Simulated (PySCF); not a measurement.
## Ionisation and electron attachment of 2-chloroacrylonitrile

Parent: 2-chloroacrylonitrile, `C=C(Cl)C#N` (C3H2ClN). Coordinates in Å; atoms count from 1 in this order:
```
C    -0.8929   -0.4659    0.3988
C     0.0550    0.3926    0.0100
Cl   -0.0709    2.1021    0.2706
C     1.2540   -0.0179   -0.6545
N     2.2250   -0.3508   -1.1925
H    -1.7947   -0.1155    0.9035
H    -0.7685   -1.5340    0.2101
```

These are calculated values, ωB97X-D3(BJ)/ma-def2-TZVP in PySCF (grid level 2) at geometries from PBE0-D3(BJ)/ma-def2-SVP. The prefix ma- adds one diffuse s and one diffuse p function on all atoms but H. Zero-point and thermal terms (298.15 K, 1 bar) come from unscaled PBE0-D3(BJ)/ma-def2-SVP harmonic frequencies, with soft modes damped to free rotors in the entropy.

Frontier levels of the parent: HOMO -10.64 eV, LUMO -0.03 eV.

Oxidation to the radical cation:
```
Vertical ionisation energy (electronic)              : 10.63 eV
Adiabatic ionisation energy (with zero-point energy) : 10.41 eV
Adiabatic, electronic part                           : 10.45 eV
Vertical gap at the product's structure              : 10.21 eV
Inner reorganisation energy (four-point)             : 415 meV
Relaxation of product / of parent                    : 185 / 231 meV
⟨S²⟩ of the product                                  : 0.764
Largest spin populations                             : C1 0.54, Cl3 0.22, N5 0.20, C2 0.15
Largest changes of atomic charge                     : Cl3 0.33, C1 0.23, N5 0.21, C2 0.11
Distances that move most (Å)                         : C2–Cl3 1.734 → 1.664; C1–C2 1.337 → 1.405; C2–C4 1.431 → 1.413; C4–N5 1.159 → 1.165
Potential in acetonitrile                            : 7.79 V absolute, 3.25 V against Fc+/Fc computed at 4.54 V (solvation -22 → -273 kJ/mol)
```

Reduction to the radical anion:
| Quantity | Value |
| --- | --- |
| Vertical electron affinity (electronic) | 0.18 eV |
| Adiabatic electron affinity (with zero-point energy) | 0.48 eV |
| Adiabatic, electronic part | 0.35 eV |
| Vertical gap at the product's structure | 0.91 eV |
| Inner reorganisation energy (four-point) | 723 meV |
| Relaxation of product / of parent | 172 / 551 meV |
| ⟨S²⟩ of the product | 0.763 |
| Largest spin populations | C1 0.57, N5 0.22, C2 0.22 |
| Largest changes of atomic charge | C1 -0.28, N5 -0.24, Cl3 -0.18, C2 -0.15 |
| Distances that move most (Å) | C2–Cl3 1.734 → 1.810; C1–C2 1.337 → 1.403; C2–C4 1.431 → 1.385; C4–N5 1.159 → 1.183 |
| Potential in acetonitrile | 2.56 V absolute, -1.98 V against Fc+/Fc computed at 4.54 V (solvation -22 → -219 kJ/mol) |

Solvents are IEF-PCM continua (electrostatics only, gas-phase structures); absolute potentials refer to an electron at rest in vacuum. Fc+/Fc in acetonitrile, 4.54 V, is ωB97X-D3(BJ)/ma-def2-TZVP on PBE0-D3(BJ)/def2-SVP structures with GFN2-xTB thermal terms. Benchmark calculations put it near 5.0 V in acetonitrile and DMSO, so it is about 0.5 V low, and the value against it can read up to that much too high.

Adiabatic electron affinity: the gap is larger than usual, and may come from another state, site, conformer or species, from an onset or band maximum that doesn't mark the energy named, from the functional or basis, or from an outlying measurement.

Measured values (NIST Chemistry WebBook, evaluated or the median of agreeing entries): vertical ionisation energy 10.58 eV (computed 10.63, difference 0.05); adiabatic electron affinity 4.50 eV (computed 0.48, difference -4.02).

The table notes that the anion measured for 2-chloroacrylonitrile is probably a complex of chloride with the rest, so its 4.50 eV isn't the affinity of the intact molecule.

Note: spin-orbit coupling is left out of the energies, which matters for open shells on the heavier atoms.

Structures, frequencies and single points took 7.9 min of wall time on 1 thread of Arm Neoverse V2 (shared host), launched as `OMP_NUM_THREADS=1 python redox_run.py task.json out`.
